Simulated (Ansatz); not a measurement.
## AsH2⁻, singlet in aug-cc-pVTZ: errors against RCCSDT(Q)

Geometry: a PBE0/def2-TZVPD stationary point for this spin, not checked as a minimum.

```csv
atom,x (Å),y (Å),z (Å)
As,0.0000,-0.0283,0.0000
H,0.0000,1.0529,-1.0973
H,0.0000,1.0529,1.0972
```

Basis aug-cc-pVTZ; Ansatz 0.2.0. Correlated methods freeze the noble-gas cores and the filled d shells of p-block atoms, which leaves 8 electrons in 91 orbitals. R marks a restricted (for open shells ROHF) determinant. Active spaces: valence = (8e, 6o) chosen from the atoms' valence shells. No spin–orbit coupling is included, and no scalar relativity.

Full CI isn't at hand for all of this; RCCSDT(Q) serves as the reference, and is uncertain by about the last step of the cluster series.

```
UHF ⟨S²⟩                          : 0.000
T1 diagnostic (RCCSD)             : 0.0127
largest doubles amplitude (RCCSD) : 0.040
```

| level | E − E(RCCSDT(Q)) (kcal/mol) | share of correlation (%) | wall time |
| --- | --- | --- | --- |
| RHF | 123.54 | 0.00 | – |
| RMP2 | 19.67 | 84.08 | – |
| RCCSD | 5.83 | 95.28 | – |
| RCCSD(T) | 0.76 | 99.39 | 8.5 s |
| BCCD(T) | 0.74 | 99.40 | 2.7 s |
| RCCSDT | 0.26 | 99.79 | – |
| CASSCF (valence space) | 102.68 | 16.89 | – |
| NEVPT2 (valence space) | 25.98 | 78.97 | 9 s (H100) |
| NEVPT4(SD) (valence space) | 4.11 | 96.67 | 11 s (H100) |
| MRCISD (valence space) | 9.33 | 92.45 | – |
| MRCISD+Q (valence space) | 1.43 | 98.84 | 11 s (H100) |

The correlation energy at RCCSDT(Q), counted from RHF, is -5.357 eV. That run took 14 s on 2 threads of AMD EPYC 7R13 with a shared H100 80 GB, shared host.

Times hold each run's SCF and search for its determinant on a shared host, so for small cases they say little of a method's own cost; rows without a card ran on 1 thread of AMD EPYC 7R13.

Natural occupations of CASSCF (valence space) about the gap: 1.999 1.997 1.974 1.969 0.034 0.027; effectively unpaired electrons, Σ n²(2−n)², 0.01.
